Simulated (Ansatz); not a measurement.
Te, triplet: from triple and quadruple zeta to the limit

A free Te atom.

Ansatz 0.2.0, UHF determinant, valence electrons correlated, core potentials past Kr. Energies in eV.

```
       set  X  functions  Hartree–Fock  MP2 correlation  CCSD(T) correlation                                                                                                    time
def2-TZVPP  3         50    -7265.5913          -2.3035              -2.8598  1.7 s on 1 × NVIDIA H100 80GB HBM3 with 2 threads of AMD EPYC 7R13 Processor (Zen 3), on a shared host
def2-QZVPP  4         82    -7265.6290          -2.5991              -3.1536  2.3 s on 1 × NVIDIA H100 80GB HBM3 with 2 threads of AMD EPYC 7R13 Processor (Zen 3), on a shared host
```

Hartree–Fock is taken to follow E(X) = E∞ + A·exp(−7.88·√X), correlation E(X) = E∞ + B·X^−2.97.

Cautions: no spin-orbit coupling; inner d shell frozen.

Problem. Work out the CCSD(T) energy at the limit, and how far the shortcut misses it that extrapolates MP2 and adds CCSD(T) minus MP2 from the smaller set.

Solution. Hartree–Fock: E∞ = E4 + 0.1377·(E4 − E3) = -7265.6342. Correlation: E∞ = E4 + 0.7407·(E4 − E3) = -3.3712 for CCSD(T) and -2.8181 for MP2. The limit is -7269.0054 eV, 0.223 eV below def2-QZVPP. The shortcut gives a correlation energy of -2.8181 + (-0.5563) = -3.3744, 3 meV lower than the direct value.

The exponents were fitted on light atoms, and def2 sets of heavy atoms don't grow evenly, so the limit is rough here.
